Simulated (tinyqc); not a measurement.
Inside a calculation. Method: Hueckel theory of the pi electrons, for the molecule O=CC(=O)O (SMILES; centres numbered as the heavy atoms are written). One step of it, computed by the program tinyqc.

Task: Energy, charges, bond orders. E = sum n x; q_r = z_r - P_rr; bond order p = P_rs; free valence = sqrt(3) - sum of p over the bonds of the atom.

x values: 2.498227  1.731375  1.340466  -0.073771  -1.496298

occupations: 2.000000  2.000000  2.000000  0.000000  0.000000

charge and bond-order matrix P, lower triangle:
```
           1O        2C        3C         4O        5O
1O   1.359521
2C   0.862216  0.638603
3C   0.141297  0.325541  0.643299
4O  -0.309643  0.141297  0.776481   1.471958
5O  -0.107168  0.005870  0.379341  -0.241844  1.886619
```

Centres:
```
centre  z_r, pi electrons of the neutral centre         h
1O                                            1  1.000000
2C                                            1  0.000000
3C                                            1  0.000000
4O                                            1  1.000000
5O                                            2  2.000000
```

Bonds:
```
i  j         k
1  2  1.000000
2  3         1
3  4         1
3  5  0.800000
```

Give: pi energy = 6 alpha + this times beta; pi charges; Bond orders and lengths from R = 1.517 - 0.180 p; free valence of the carbons; gap between the highest filled and the next level.

Result:

pi energy = 6 alpha + this times beta = 11.140

pi charges: 1O -0.360, 2C 0.361, 3C 0.357, 4O -0.472, 5O 0.113

Bond orders and lengths from R = 1.517 - 0.180 p (angstrom, C-C alone):
```
bond      p      R
1-2   0.862      -
2-3   0.326  1.458
3-4   0.776      -
3-5   0.379      -
```

free valence of the carbons: 2C 0.544, 3C 0.251

gap between the highest filled and the next level = 1.414 |beta|
